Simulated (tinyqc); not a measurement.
Worked calculation (part 1 of 3): UHF in the sto-3g basis, for NH, spin multiplicity 3. Computed by tinyqc, a small Python program that keeps every step (integrals from PySCF). Settings: charge = 0, multiplicity = 3, basis = sto-3g, energy threshold = 1e-09, iteration cap = 85, orthogonalisation = canonical, start = random, DIIS depth = 3, method = UHF. Command: `OMP_NUM_THREADS=1 python tinyqc.py 21495 21496 out.jsonl` (the two numbers bound the seeds that draw the settings). One thread of a shared host (Intel(R) Xeon(R) Processor @ 2.60GHz), about 0.2 s of CPU time with the checks. Later iterations appear only in the table of the cycle.

## One-electron integrals

Geometry (angstrom):
```
atom         x         y         z
N     0.000000  0.000000  0.000000
H     0.000000  0.000000  1.686000
```

Basis sto-3g: exponents (1/bohr^2) and contraction coefficients of normalised primitives:
```
element  l (shell)   exponent  coefficient
N            s (1)  99.106169     0.154329
N            s (1)  18.052312     0.535328
N            s (1)   4.885660     0.444635
N            s (2)   3.780456    -0.099967
N            s (2)   0.878497     0.399513
N            s (2)   0.285714     0.700115
N            p (3)   3.780456     0.155916
N            p (3)   0.878497     0.607684
N            p (3)   0.285714     0.391957
H            s (1)   3.425251     0.154329
H            s (1)   0.623914     0.535328
H            s (1)   0.168855     0.444635
```

Overlap, kinetic and nuclear-attraction integrals over the contracted functions; the nuclear repulsion is the sum of Za Zb / Rab.

nuclear repulsion = 2.19705841 hartree

overlap S, order 1N 1s, 1N 2s, 1N 2px, 1N 2py, 1N 2pz, 2H 1s:
$$\begin{pmatrix}
1.000000 & 0.235038 & 0.000000 & 0.000000 & 0.000000 & 0.012655 \\
0.235038 & 1.000000 & 0.000000 & 0.000000 & 0.000000 & 0.178889 \\
0.000000 & 0.000000 & 1.000000 & 0.000000 & 0.000000 & 0.000000 \\
0.000000 & 0.000000 & 0.000000 & 1.000000 & 0.000000 & 0.000000 \\
0.000000 & 0.000000 & 0.000000 & 0.000000 & 1.000000 & 0.197282 \\
0.012655 & 0.178889 & 0.000000 & 0.000000 & 0.197282 & 1.000000
\end{pmatrix}$$

kinetic energy T (hartree), order 1N 1s, 1N 2s, 1N 2px, 1N 2py, 1N 2pz, 2H 1s:
$$\begin{pmatrix}
21.990753 & -0.128416 & 0.000000 & 0.000000 & 0.000000 & -0.003481 \\
-0.128416 & 0.606994 & 0.000000 & 0.000000 & 0.000000 & -0.008992 \\
0.000000 & 0.000000 & 1.899358 & 0.000000 & 0.000000 & 0.000000 \\
0.000000 & 0.000000 & 0.000000 & 1.899358 & 0.000000 & 0.000000 \\
0.000000 & 0.000000 & 0.000000 & 0.000000 & 1.899358 & 0.025339 \\
-0.003481 & -0.008992 & 0.000000 & 0.000000 & 0.025339 & 0.760032
\end{pmatrix}$$

nuclear attraction V (hartree), order 1N 1s, 1N 2s, 1N 2px, 1N 2py, 1N 2pz, 2H 1s:
$$\begin{pmatrix}
-46.499829 & -5.506717 & 0.000000 & 0.000000 & -0.005707 & -0.302873 \\
-5.506717 & -7.178136 & 0.000000 & 0.000000 & -0.072655 & -0.885440 \\
0.000000 & 0.000000 & -7.111061 & 0.000000 & 0.000000 & 0.000000 \\
0.000000 & 0.000000 & 0.000000 & -7.111061 & 0.000000 & 0.000000 \\
-0.005707 & -0.072655 & 0.000000 & 0.000000 & -7.147239 & -0.856935 \\
-0.302873 & -0.885440 & 0.000000 & 0.000000 & -0.856935 & -3.419788
\end{pmatrix}$$

core Hamiltonian H = T + V (hartree), order 1N 1s, 1N 2s, 1N 2px, 1N 2py, 1N 2pz, 2H 1s:
$$\begin{pmatrix}
-24.509076 & -5.635133 & 0.000000 & 0.000000 & -0.005707 & -0.306355 \\
-5.635133 & -6.571142 & 0.000000 & 0.000000 & -0.072655 & -0.894432 \\
0.000000 & 0.000000 & -5.211703 & 0.000000 & 0.000000 & 0.000000 \\
0.000000 & 0.000000 & 0.000000 & -5.211703 & 0.000000 & 0.000000 \\
-0.005707 & -0.072655 & 0.000000 & 0.000000 & -5.247881 & -0.831596 \\
-0.306355 & -0.894432 & 0.000000 & 0.000000 & -0.831596 & -2.659757
\end{pmatrix}$$

## Two-electron integrals

Functions are numbered as in S; the eight-fold symmetry (ij|kl) = (ji|kl) = (kl|ij) leaves the list below.

Two-electron integrals (ij|kl) in chemists' order, unique and non-zero (hartree):
```
(11|11) 4.166630   (21|11) 0.640849   (21|21) 0.117461   (22|11) 0.969864
(22|21) 0.220936   (22|22) 0.708245   (31|31) 0.020960   (32|31) 0.032452
(32|32) 0.156449   (33|11) 0.967124   (33|21) 0.220977   (33|22) 0.708086
(33|33) 0.762805   (41|41) 0.020960   (42|41) 0.032452   (42|42) 0.156449
(43|43) 0.041119   (44|11) 0.967124   (44|21) 0.220977   (44|22) 0.708086
(44|33) 0.680568   (44|44) 0.762805   (51|51) 0.020960   (52|51) 0.032452
(52|52) 0.156449   (53|53) 0.041119   (54|54) 0.041119   (55|11) 0.967124
(55|21) 0.220977   (55|22) 0.708086   (55|33) 0.680568   (55|44) 0.680568
(55|55) 0.762805   (61|11) 0.034844   (61|21) 0.006341   (61|22) 0.011883
(61|33) 0.011860   (61|44) 0.011860   (61|51) 0.000307   (61|52) 0.000585
(61|55) 0.011929   (61|61) 0.000347   (62|11) 0.111170   (62|21) 0.025754
(62|22) 0.095021   (62|33) 0.092995   (62|44) 0.092995   (62|51) 0.002097
(62|52) 0.018090   (62|55) 0.098974   (62|61) 0.001428   (62|62) 0.018763
(63|31) 0.002266   (63|32) 0.014256   (63|53) 0.003392   (63|63) 0.002102
(64|41) 0.002266   (64|42) 0.014256   (64|54) 0.003392   (64|64) 0.002102
(65|11) 0.101826   (65|21) 0.023840   (65|22) 0.093630   (65|33) 0.089617
(65|44) 0.089617   (65|51) 0.003809   (65|52) 0.029705   (65|55) 0.101548
(65|61) 0.001359   (65|62) 0.022152   (65|65) 0.027855   (66|11) 0.313276
(66|21) 0.073610   (66|22) 0.311145   (66|33) 0.300647   (66|44) 0.300647
(66|51) 0.005603   (66|52) 0.068893   (66|55) 0.331890   (66|61) 0.004079
(66|62) 0.088414   (66|65) 0.117400   (66|66) 0.774606
```

## Orthogonalisation

S = U s U^T; canonical form X = U s^(-1/2), so that X^T S X = 1. Each column of U has its largest component positive (the first on a tie).

eigenvalues of S: [0.680800, 0.851129, 1.000000, 1.000000, 1.136431, 1.331639]

X, order 1N 1s, 1N 2s, 1N 2px, 1N 2py, 1N 2pz, 2H 1s:
$$\begin{pmatrix}
-0.536145 & 0.604348 & 0.000000 & 0.000000 & -0.497465 & 0.399195 \\
0.763557 & -0.355986 & 0.000000 & 0.000000 & -0.311175 & 0.537822 \\
0.000000 & 0.000000 & 0.941864 & -0.335994 & 0.000000 & 0.000000 \\
0.000000 & 0.000000 & 0.335994 & 0.941864 & 0.000000 & 0.000000 \\
0.406692 & 0.659663 & 0.000000 & 0.000000 & 0.601957 & 0.281116 \\
-0.658021 & -0.497786 & 0.000000 & 0.000000 & 0.416286 & 0.472566
\end{pmatrix}$$

Within a degenerate level the vectors are fixed only up to a rotation; this is one choice.

## Starting guess

The start is random orthonormal orbitals; D(s) = C_occ C_occ^T for each spin.

D(alpha) at the start, order 1N 1s, 1N 2s, 1N 2px, 1N 2py, 1N 2pz, 2H 1s:
$$\begin{pmatrix}
0.973845 & -0.365846 & 0.073701 & 0.119838 & -0.147427 & -0.073791 \\
-0.365846 & 0.952466 & 0.095339 & 0.155022 & -0.142581 & -0.339426 \\
0.073701 & 0.095339 & 0.936597 & -0.103094 & 0.121140 & 0.092315 \\
0.119838 & 0.155022 & -0.103094 & 0.832368 & 0.196974 & 0.150105 \\
-0.147427 & -0.142581 & 0.121140 & 0.196974 & 0.810479 & -0.388931 \\
-0.073791 & -0.339426 & 0.092315 & 0.150105 & -0.388931 & 0.942986
\end{pmatrix}$$

D(beta) at the start, order 1N 1s, 1N 2s, 1N 2px, 1N 2py, 1N 2pz, 2H 1s:
$$\begin{pmatrix}
0.771035 & -0.302668 & -0.060661 & 0.278494 & 0.184476 & -0.273834 \\
-0.302668 & 0.906912 & 0.227136 & 0.008809 & -0.184424 & -0.347979 \\
-0.060661 & 0.227136 & 0.534918 & 0.338488 & 0.127065 & 0.206146 \\
0.278494 & 0.008809 & 0.338488 & 0.346161 & 0.167583 & 0.041477 \\
0.184476 & -0.184424 & 0.127065 & 0.167583 & 0.120895 & 0.107033 \\
-0.273834 & -0.347979 & 0.206146 & 0.041477 & 0.107033 & 0.551554
\end{pmatrix}$$

## Iteration 1: building the Fock matrix

J_ij = sum D_kl (ij|kl) with D = D(alpha) + D(beta), K_ij = sum D_kl (ik|jl) for each spin; F = H + J - K(s); E = tr D H + tr D J / 2 - 0.5 sum_s tr D(s) K(s) + E_nn.

Coulomb J (hartree), order 1N 1s, 1N 2s, 1N 2px, 1N 2py, 1N 2pz, 2H 1s:
$$\begin{pmatrix}
11.914186 & 2.220127 & 0.022829 & 0.028200 & -0.016540 & 0.119722 \\
2.220127 & 5.523080 & 0.110258 & 0.082578 & -0.038975 & 0.756032 \\
0.022829 & 0.110258 & 5.529777 & 0.019358 & 0.022437 & 0.012192 \\
0.028200 & 0.082578 & 0.019358 & 5.505683 & 0.031280 & 0.009755 \\
-0.016540 & -0.038975 & 0.022437 & 0.031280 & 5.517058 & 0.761172 \\
0.119722 & 0.756032 & 0.012192 & 0.009755 & 0.761172 & 3.055047
\end{pmatrix}$$

exchange K(alpha) (hartree), order 1N 1s, 1N 2s, 1N 2px, 1N 2py, 1N 2pz, 2H 1s:
$$\begin{pmatrix}
3.745333 & 0.499292 & 0.098288 & 0.159818 & -0.202471 & -0.043661 \\
0.499292 & 0.966180 & 0.111003 & 0.180492 & -0.229621 & 0.043119 \\
0.098288 & 0.111003 & 0.917003 & -0.074401 & 0.096011 & 0.050482 \\
0.159818 & 0.180492 & -0.074401 & 0.841783 & 0.156115 & 0.082084 \\
-0.202471 & -0.229621 & 0.096011 & 0.156115 & 0.763204 & 0.023557 \\
-0.043661 & 0.043119 & 0.050482 & 0.082084 & 0.023557 & 0.615241
\end{pmatrix}$$

exchange K(beta) (hartree), order 1N 1s, 1N 2s, 1N 2px, 1N 2py, 1N 2pz, 2H 1s:
$$\begin{pmatrix}
2.928979 & 0.353702 & 0.000537 & 0.277993 & 0.101506 & -0.077827 \\
0.353702 & 0.689887 & 0.203103 & 0.082642 & -0.132677 & 0.002888 \\
0.000537 & 0.203103 & 0.556368 & 0.244282 & 0.110875 & 0.097732 \\
0.277993 & 0.082642 & 0.244282 & 0.420145 & 0.124800 & 0.033023 \\
0.101506 & -0.132677 & 0.110875 & 0.124800 & 0.281193 & 0.079937 \\
-0.077827 & 0.002888 & 0.097732 & 0.033023 & 0.079937 & 0.402572
\end{pmatrix}$$

F(alpha) (hartree), order 1N 1s, 1N 2s, 1N 2px, 1N 2py, 1N 2pz, 2H 1s:
$$\begin{pmatrix}
-16.340223 & -3.914298 & -0.075459 & -0.131618 & 0.180224 & -0.142971 \\
-3.914298 & -2.014241 & -0.000745 & -0.097914 & 0.117991 & -0.181519 \\
-0.075459 & -0.000745 & -0.598929 & 0.093760 & -0.073574 & -0.038290 \\
-0.131618 & -0.097914 & 0.093760 & -0.547802 & -0.124835 & -0.072328 \\
0.180224 & 0.117991 & -0.073574 & -0.124835 & -0.494027 & -0.093981 \\
-0.142971 & -0.181519 & -0.038290 & -0.072328 & -0.093981 & -0.219950
\end{pmatrix}$$

F(beta) (hartree), order 1N 1s, 1N 2s, 1N 2px, 1N 2py, 1N 2pz, 2H 1s:
$$\begin{pmatrix}
-15.523869 & -3.768708 & 0.022292 & -0.249794 & -0.123753 & -0.108806 \\
-3.768708 & -1.737948 & -0.092846 & -0.000064 & 0.021047 & -0.141288 \\
0.022292 & -0.092846 & -0.238293 & -0.224924 & -0.088438 & -0.085540 \\
-0.249794 & -0.000064 & -0.224924 & -0.126164 & -0.093520 & -0.023267 \\
-0.123753 & 0.021047 & -0.088438 & -0.093520 & -0.012016 & -0.150361 \\
-0.108806 & -0.141288 & -0.085540 & -0.023267 & -0.150361 & -0.007282
\end{pmatrix}$$

total energy of this density = -46.10809954 hartree

## Iteration 1: diagonalisation and new density

Diagonalise F' = X^T F X, C = X C', fill 5 alpha and 3 beta electrons from the bottom; D(s) = C_occ C_occ^T. Each column has its largest component positive (the first on a tie).

F' = X^T F X (alpha) (hartree):
$$\begin{pmatrix}
-2.716950 & 3.211991 & 0.030640 & -0.018758 & -3.250259 & 2.742646 \\
3.211991 & -4.636843 & -0.101050 & -0.060603 & 4.468443 & -4.153672 \\
0.030640 & -0.101050 & -0.533814 & 0.088770 & -0.024281 & -0.123894 \\
-0.018758 & -0.060603 & 0.088770 & -0.612916 & -0.001224 & -0.141047 \\
-3.250259 & 4.468443 & -0.024281 & -0.001224 & -5.760760 & 4.992807 \\
2.742646 & -4.153672 & -0.123894 & -0.141047 & 4.992807 & -5.050527
\end{pmatrix}$$

orbital energies (alpha) (hartree): MO1 -16.344201, MO2 -1.157120, MO3 -0.671378, MO4 -0.625472, MO5 -0.332803, MO6 -0.180837

coefficients C (alpha), order 1N 1s, 1N 2s, 1N 2px, 1N 2py, 1N 2pz, 2H 1s:
$$\begin{pmatrix}
0.998558 & -0.246806 & 0.020658 & -0.016534 & -0.016069 & 0.022942 \\
0.005753 & 1.023459 & -0.086820 & 0.071118 & 0.135417 & -0.131882 \\
0.004680 & -0.063689 & -0.611284 & 0.685799 & -0.374885 & -0.106746 \\
0.008230 & 0.096321 & 0.729147 & 0.319228 & -0.577622 & -0.153119 \\
-0.010758 & -0.095231 & 0.288885 & 0.627321 & 0.732319 & -0.139541 \\
-0.002797 & -0.043140 & 0.034700 & 0.082895 & -0.186976 & 1.016116
\end{pmatrix}$$

F' = X^T F X (beta) (hartree):
$$\begin{pmatrix}
-2.182391 & 3.189875 & -0.021543 & 0.125699 & -2.904754 & 2.609451 \\
3.189875 & -4.269976 & -0.038574 & -0.199698 & 4.447933 & -4.124274 \\
-0.021543 & -0.038574 & -0.367994 & -0.138655 & -0.047324 & -0.146183 \\
0.125699 & -0.199698 & -0.138655 & 0.003536 & 0.078783 & -0.093347 \\
-2.904754 & 4.447933 & -0.047324 & 0.078783 & -5.109853 & 4.775478 \\
2.609451 & -4.124274 & -0.146183 & -0.093347 & 4.775478 & -4.771596
\end{pmatrix}$$

orbital energies (beta) (hartree): MO1 -15.531192, MO2 -0.891247, MO3 -0.465975, MO4 -0.079175, MO5 0.061672, MO6 0.207645

coefficients C (beta), order 1N 1s, 1N 2s, 1N 2px, 1N 2py, 1N 2pz, 2H 1s:
$$\begin{pmatrix}
0.997460 & -0.247271 & 0.005450 & 0.003609 & -0.048937 & 0.031750 \\
0.010290 & 1.023729 & -0.072582 & -0.035207 & 0.146244 & -0.140729 \\
-0.001148 & 0.124655 & 0.724240 & -0.250511 & -0.627691 & -0.056430 \\
0.016203 & -0.051354 & 0.576289 & -0.273208 & 0.747921 & 0.175964 \\
0.009758 & -0.051188 & 0.289538 & 0.573185 & 0.164752 & -0.774404 \\
-0.009199 & -0.036111 & 0.193234 & 0.630927 & -0.107305 & 0.793149
\end{pmatrix}$$

D(alpha) after iteration 1, order 1N 1s, 1N 2s, 1N 2px, 1N 2py, 1N 2pz, 2H 1s:
$$\begin{pmatrix}
1.058989 & -0.251996 & 0.002449 & 0.003513 & -0.003411 & 0.010205 \\
-0.251996 & 1.078434 & -0.014078 & -0.020194 & 0.021174 & -0.066605 \\
0.002449 & -0.014078 & 0.988605 & -0.016345 & -0.014895 & 0.108466 \\
0.003513 & -0.020194 & -0.016345 & 0.976555 & -0.021366 & 0.155587 \\
-0.003411 & 0.021174 & -0.014895 & -0.021366 & 1.022461 & -0.070761 \\
0.010205 & -0.066605 & 0.108466 & 0.155587 & -0.070761 & 0.044904
\end{pmatrix}$$

D(beta) after iteration 1, order 1N 1s, 1N 2s, 1N 2px, 1N 2py, 1N 2pz, 2H 1s:
$$\begin{pmatrix}
1.056100 & -0.243270 & -0.028022 & 0.032001 & 0.023969 & 0.000807 \\
-0.243270 & 1.053396 & 0.075035 & -0.094234 & -0.073318 & -0.051088 \\
-0.028022 & 0.075035 & 0.540064 & 0.410951 & 0.203303 & 0.135457 \\
0.032001 & -0.094234 & 0.410951 & 0.335009 & 0.169644 & 0.113064 \\
0.023969 & -0.073318 & 0.203303 & 0.169644 & 0.086548 & 0.057707 \\
0.000807 & -0.051088 & 0.135457 & 0.113064 & 0.057707 & 0.038728
\end{pmatrix}$$

## Iteration 2: building the Fock matrix

As before.

Coulomb J (hartree), order 1N 1s, 1N 2s, 1N 2px, 1N 2py, 1N 2pz, 2H 1s:
$$\begin{pmatrix}
14.063143 & 2.582405 & 0.003990 & -0.004720 & -0.002640 & 0.139595 \\
2.582405 & 6.140239 & 0.024368 & -0.025840 & -0.014240 & 0.786715 \\
0.003990 & 0.024368 & 6.150801 & 0.032451 & 0.017149 & 0.003926 \\
-0.004720 & -0.025840 & 0.032451 & 6.132947 & 0.014017 & -0.000966 \\
-0.002640 & -0.014240 & 0.017149 & 0.014017 & 6.117185 & 0.759478 \\
0.139595 & 0.786715 & 0.003926 & -0.000966 & 0.759478 & 2.509018
\end{pmatrix}$$

exchange K(alpha) (hartree), order 1N 1s, 1N 2s, 1N 2px, 1N 2py, 1N 2pz, 2H 1s:
$$\begin{pmatrix}
4.278568 & 0.738435 & 0.000384 & 0.000551 & 0.000359 & 0.041503 \\
0.738435 & 1.230398 & 0.000083 & 0.000119 & 0.002154 & 0.136694 \\
0.000384 & 0.000083 & 1.008633 & -0.011796 & -0.000661 & 0.029977 \\
0.000551 & 0.000119 & -0.011796 & 0.999936 & -0.000949 & 0.043000 \\
0.000359 & 0.002154 & -0.000661 & -0.000949 & 1.018304 & 0.106147 \\
0.041503 & 0.136694 & 0.029977 & 0.043000 & 0.106147 & 0.059897
\end{pmatrix}$$

exchange K(beta) (hartree), order 1N 1s, 1N 2s, 1N 2px, 1N 2py, 1N 2pz, 2H 1s:
$$\begin{pmatrix}
4.231925 & 0.674608 & -0.006758 & 0.009335 & 0.004898 & 0.035180 \\
0.674608 & 0.906212 & 0.072297 & -0.061233 & -0.054714 & 0.096961 \\
-0.006758 & 0.072297 & 0.599467 & 0.296578 & 0.159320 & 0.067570 \\
0.009335 & -0.061233 & 0.296578 & 0.451482 & 0.132946 & 0.040354 \\
0.004898 & -0.054714 & 0.159320 & 0.132946 & 0.282921 & 0.042089 \\
0.035180 & 0.096961 & 0.067570 & 0.040354 & 0.042089 & 0.055025
\end{pmatrix}$$

F(alpha) (hartree), order 1N 1s, 1N 2s, 1N 2px, 1N 2py, 1N 2pz, 2H 1s:
$$\begin{pmatrix}
-14.724501 & -3.791163 & 0.003606 & -0.005272 & -0.008706 & -0.208263 \\
-3.791163 & -1.661300 & 0.024285 & -0.025959 & -0.089049 & -0.244411 \\
0.003606 & 0.024285 & -0.069534 & 0.044247 & 0.017810 & -0.026052 \\
-0.005272 & -0.025959 & 0.044247 & -0.078691 & 0.014965 & -0.043966 \\
-0.008706 & -0.089049 & 0.017810 & 0.014965 & -0.149001 & -0.178265 \\
-0.208263 & -0.244411 & -0.026052 & -0.043966 & -0.178265 & -0.210636
\end{pmatrix}$$

F(beta) (hartree), order 1N 1s, 1N 2s, 1N 2px, 1N 2py, 1N 2pz, 2H 1s:
$$\begin{pmatrix}
-14.677857 & -3.727336 & 0.010748 & -0.014055 & -0.013245 & -0.201940 \\
-3.727336 & -1.337114 & -0.047928 & 0.035393 & -0.032181 & -0.204678 \\
0.010748 & -0.047928 & 0.339631 & -0.264127 & -0.142171 & -0.063644 \\
-0.014055 & 0.035393 & -0.264127 & 0.469762 & -0.118929 & -0.041320 \\
-0.013245 & -0.032181 & -0.142171 & -0.118929 & 0.586383 & -0.114207 \\
-0.201940 & -0.204678 & -0.063644 & -0.041320 & -0.114207 & -0.205764
\end{pmatrix}$$

total energy of this density = -53.64754633 hartree

## Iteration 2: DIIS over 2 matrices

error matrix X^T (FDS - SDF) X (alpha):
$$\begin{pmatrix}
0.000000 & 0.003347 & 0.021598 & 0.011810 & 0.063099 & 0.115330 \\
-0.003347 & 0.000000 & 0.016406 & 0.008823 & 0.052989 & 0.095322 \\
-0.021598 & -0.016406 & 0.000000 & -0.000955 & 0.032654 & 0.049818 \\
-0.011810 & -0.008823 & 0.000955 & 0.000000 & 0.020647 & 0.032342 \\
-0.063099 & -0.052989 & -0.032654 & -0.020647 & 0.000000 & -0.028825 \\
-0.115330 & -0.095322 & -0.049818 & -0.032342 & 0.028825 & 0.000000
\end{pmatrix}$$

B (overlaps of the stored error matrices):
$$\begin{pmatrix}
1.6553696e+02 & 2.8743097e+00 \\
2.8743097e+00 & 2.4249722e-01
\end{pmatrix}$$

Minimise |sum c_i e_i|^2 with sum c_i = 1: solve [B -1; -1 0][c; lambda] = [0; -1] with B_ij = tr e_i^T e_j summed over both spins, and take F = sum c_i F_i.

DIIS coefficients: [-0.016446, 1.016446]

extrapolated F(alpha) (hartree), order 1N 1s, 1N 2s, 1N 2px, 1N 2py, 1N 2pz, 2H 1s:
$$\begin{pmatrix}
-14.697930 & -3.789138 & 0.004906 & -0.003194 & -0.011813 & -0.209337 \\
-3.789138 & -1.655496 & 0.024697 & -0.024775 & -0.092454 & -0.245446 \\
0.004906 & 0.024697 & -0.060828 & 0.043433 & 0.019313 & -0.025850 \\
-0.003194 & -0.024775 & 0.043433 & -0.070977 & 0.017265 & -0.043500 \\
-0.011813 & -0.092454 & 0.019313 & 0.017265 & -0.143326 & -0.179651 \\
-0.209337 & -0.245446 & -0.025850 & -0.043500 & -0.179651 & -0.210483
\end{pmatrix}$$

extrapolated F(beta) (hartree), order 1N 1s, 1N 2s, 1N 2px, 1N 2py, 1N 2pz, 2H 1s:
$$\begin{pmatrix}
-14.663944 & -3.726655 & 0.010558 & -0.010178 & -0.011428 & -0.203472 \\
-3.726655 & -1.330522 & -0.047190 & 0.035976 & -0.033056 & -0.205720 \\
0.010558 & -0.047190 & 0.349135 & -0.264771 & -0.143054 & -0.063284 \\
-0.010178 & 0.035976 & -0.264771 & 0.479563 & -0.119347 & -0.041617 \\
-0.011428 & -0.033056 & -0.143054 & -0.119347 & 0.596224 & -0.113612 \\
-0.203472 & -0.205720 & -0.063284 & -0.041617 & -0.113612 & -0.209029
\end{pmatrix}$$
